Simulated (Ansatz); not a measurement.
# C3H4O2S: the cost of one run

The runs use Ansatz 0.2.0, Gaussian basis; the settings change from run to run.

### 1 The relaxed structure

An earlier PBE0-D4 in a triple-zeta def2 set relaxation fixed the geometry.

SMILES `C#CS(C)(=O)=O`, 10 atoms, charge 0, spin multiplicity 1.

Atoms are counted from 1 here; the program's logs count them from 0.

Bond lengths: C1–C2 1.200 Å, C1–H7 1.066 Å, C2–S3 1.721 Å, S3–C4 1.762 Å, S3–O5 1.430 Å, S3–O6 1.430 Å, C4–H8 1.089 Å, C4–H9 1.091 Å, C4–H10 1.089 Å. Angles: C2–C1–H7 179.5°, C1–C2–S3 179.0°, C2–S3–C4 101.6°, C2–S3–O5 107.6°, C2–S3–O6 107.6°, C4–S3–O5 108.8°, C4–S3–O6 108.8°, O5–S3–O6 120.8°, S3–C4–H8 109.1°, S3–C4–H9 105.6°, S3–C4–H10 109.1°, H8–C4–H9 110.5°, H8–C4–H10 111.8°, H9–C4–H10 110.5°.

### 2 wB97M-V/def2-TZVP

in.yaml

```yaml
crystal:
  periodic: [false, false, false]
  atoms:
    - {symbol: C, position_ang: [1.580299, -0.595812, -1.732170]}
    - {symbol: C, position_ang: [0.750730, -0.043863, -1.063310]}
    - {symbol: S, position_ang: [-0.440552, 0.770520, -0.125034]}
    - {symbol: C, position_ang: [-0.614946, -0.320238, 1.248180]}
    - {symbol: O, position_ang: [-1.657530, 0.766324, -0.875516]}
    - {symbol: O, position_ang: [0.134198, 1.997941, 0.330352]}
    - {symbol: H, position_ang: [2.316687, -1.079601, -2.332177]}
    - {symbol: H, position_ang: [-0.960117, -1.289465, 0.892077]}
    - {symbol: H, position_ang: [-1.365259, 0.139404, 1.893940]}
    - {symbol: H, position_ang: [0.339488, -0.396412, 1.766458]}
basis:
  gaussian: {orbitals: def2-TZVP}
hamiltonian: {xc: {name: wB97M-V}}
output: {forces: true}
```

The run is started by

```sh
$ ansatz run in.yaml --threads 4 --pin off --events-out ev --progress --plain --max-ram 10444MiB
```

What time and memory should one allow on 4 threads of Arm Neoverse V2, shared host?

About 7.5 s, with a peak of 0.73 GiB.
